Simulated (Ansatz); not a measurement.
**Ba4Ti3O10 (Fmm2)**

Level of theory: Ansatz, DFT PBEsol, scalar-relativistic, plane waves, PAW.

Plane waves to 420 eV, a k mesh through Γ of 8×8×8 on the computed 17-atom cell and Gaussian smearing (0.02 eV); no spin polarisation.

The structure is relaxed at this level of theory with its symmetry kept. Whether it is the stable form of this composition wasn't checked.

```xyz
17
Lattice="0.0000 14.4981 2.8293 2.8235 0.0000 2.8293 2.8235 14.4981 0.0000" Properties=species:S:1:pos:R:3 pbc="T T T"
Ba    2.8235   27.0324    2.7970
Ba    2.8235   23.1529    2.8057
Ba    2.8235    1.9638    2.7970
Ba    2.8235    5.8433    2.8057
Ti    2.8235   14.4981    2.7306
Ti    2.8235   18.4899    2.7477
Ti    2.8235   10.5063    2.7477
O     2.8235    8.5785    2.8671
O     2.8235   16.4744    2.8713
O     4.2142   14.4981    1.4688
O     1.4328   14.4981    1.4688
O     1.3936    3.9753    1.4555
O     4.2534   18.4734    4.2848
O     4.2171   25.0209    4.2848
O     1.4299   10.5228    1.4555
O     2.8235   20.4177    2.8671
O     2.8235   12.5218    2.8713
```

| Quantity | Value |
| --- | --- |
| Space group | Fmm2 (No. 42) |
| Volume per atom | 13.63 Å³ |
| Formation energy from the elements' standard states (uncorrected) | -3.175 eV/atom |
| Kohn–Sham band gap | 2.18 eV, indirect from (0.240, 0.000, -0.240) to (0.401, 0.000, 0.401) (the valley at (0.050, 0.000, 0.050) lies within 0.03 eV, so the order isn't resolved) |
| Löwdin character of the top 1 eV of the valence band | O 2p 93 % |
| Löwdin character of the lowest 1 eV of the conduction band | Ti 3d 81 %, O 2p 13 %, unprojected 5 % |
| Electron masses at the edge by Cartesian direction of the standard setting (m_e; degenerate bands sorted by energy; no spin-orbit coupling) | x: 0.77, 0.79; y: over 30, over 30; z: 0.56, 0.56 |
| Hole masses at the edge by Cartesian direction of the standard setting (m_e; degenerate bands sorted by energy; no spin-orbit coupling) | x: 3.9; y: 7.3; z: 3.9 |

Spin-orbit coupling is left out, which matters for the bands of heavy elements.

A ferromagnetic start lost its moments in a first run, so spin was left out; other magnetic orders weren't tried.

Cost: 3 runs of about 24 core-minutes in all, on Oxide Virtual Turin-like Processor (Zen 5) (shared hosts).